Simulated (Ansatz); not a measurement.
## What a trial cell of HfTa relaxes into

These are results of DFT PBE, scalar-relativistic, plane waves, PAW (Ansatz 0.2.0), not measurements. Cutoff 420 eV, Γ-centred k mesh, Gaussian smearing, no spin polarisation in the final step.

A relaxed cell is given with its space group left out.

```
Hf Ta
1.0
     2.56091   -5.26275    0.00000
     2.56091    5.26275    0.00000
     0.00000    0.00000    3.11046
Hf Ta
2 2
Direct
  0.62234 0.37766 0.75000
  0.37766 0.62234 0.25000
  0.89298 0.10702 0.75000
  0.10702 0.89298 0.25000
```

Energies over the elements count from the elements' standard structures at the same level, with no empirical corrections.

Q: What space group does it have?

A: Cmcm (No. 63). Conventional cell: a = 5.122 Å, b = 10.525 Å, c = 3.110 Å. Hf has 5 Ta at 2.85–3.00 Å, 4 Hf at 3.01–3.11 Å and 2 Ta at 3.52 Å; Ta has 2 Ta at 2.74 Å, 5 Hf at 2.85–3.00 Å, 2 Ta at 3.11 Å and 2 Hf at 3.52 Å.

Q: What is its formation energy per atom?

A: 0.35 eV/atom.

Q: Is it a metal?

A: Yes, bands cross the Fermi level on the 10×10×14 mesh.

The final run used a 10×10×14 mesh on its 4-atom cell and 0.10 eV smearing. For metals, differences of a few meV/atom aren't resolved. Spin–orbit coupling is left out. The cell came from a trial start, so HfTa may not exist in this structure.